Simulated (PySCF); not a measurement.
C₄H₅O (doublet state).
Bonds: C1–C2 (triple), C2–C3, C3–C4, C4–O5. Hydrogens: H6, H7 on C3; H8, H9 on C4; H10 on O5.

Method: PySCF 2.14.0, PBE0-D3(BJ)/def2-SVP geometry optimisation, gas phase.

Problem. List the bond lengths, angles and torsions at this level.

Solution. 
| bond | length (Å) |
| --- | --- |
| C1≡C2 | 1.215 |
| C2–C3 | 1.457 |
| C3–C4 | 1.532 |
| C4–O5 | 1.397 |
| C3–H6, C3–H7 | 1.104 |
| C4–H8, C4–H9 | 1.104 |
| O5–H10 | 0.963 |

Bonds in one row agree within 0.01 Å and their mean is given. A selection of angles:
| angle | degrees |
| --- | --- |
| C1–C2–C3 | 176.7 |
| C2–C3–C4 | 113.2 |
| C2–C3–H6 | 109.1 |
| C4–C3–H6 | 109.4 |
| H6–C3–H7 | 106.4 |
| C3–C4–O5 | 111.8 |
| C3–C4–H8 | 109.1 |
| O5–C4–H8 | 107.1 |
| O5–C4–H9 | 112.6 |
| H8–C4–H9 | 106.7 |
| C4–O5–H10 | 108.4 |

Dihedral angles: C2–C3–C4–O5 -178° (antiperiplanar); H10–O5–C4–C3 -70° (synclinal). The mirror-image conformer, all signs reversed, is as good.

The 5 heavy atoms lie in one plane (0.014 Å rms). O5 (oxygen bonded to C and H) is bent (angle 108.4°). The 3 C–C bonds span 1.215 Å (C1≡C2, drawn triple) to 1.532 Å (C3–C4, drawn single), a spread of 0.317 Å.

Not checked by PBE0-D3(BJ)/def2-SVP frequencies. ⟨S²⟩ = 0.789 (exact for a doublet: 0.75). Torsions: C2–C3–C4–O5 -178°, C3–C4–O5–H -70°.

Time: 35 s of wall time. Hardware: x86-64 server, one thread, shared host. This is the geometry optimisation.
